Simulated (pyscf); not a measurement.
PySCF, gas phase, ωB97X-D3(BJ)/def2-SVP geometries.

Question: Estimate by transition-state theory the rate constant of H₃Si–O–SiH₂–O–SiH₃ (SMILES [SiH3]O[SiH2]O[SiH3]) + H₂ (SMILES [H][H]) -> H₃Si–O–SiH₃ (SMILES [SiH3]O[SiH3]) + HO–SiH₃ (SMILES O[SiH3]) (singlet surface; O–Si, H–H broken, H–Si, H–O formed) at 900 K, with ωB97M-D3(BJ)/def2-TZVP energies (ideal gas, 1 atm, RRHO with modes under 100 cm⁻¹ raised to 100, one conformer, R ln 2 for chiral ones without a mode under 150 cm⁻¹; no tunnelling).

Answer: The electronic barrier is 57.6 kcal/mol and the thermal terms add +28.6, so ΔG‡ = 86.2 kcal/mol. With k_BT/h = 1.88e+13 s⁻¹ and RT = 1.788 kcal/mol, and a volume of 1.23e-19 cm³ per molecule at 1 atm, k = 2.6e-27 cm³ molecule⁻¹ s⁻¹. Wigner's tunnelling factor for 1163i cm⁻¹ would be 1.14. A shift of 1 kcal/mol in the barrier changes k by a factor 1.7. One saddle was located; it need not be the lowest between these sides.
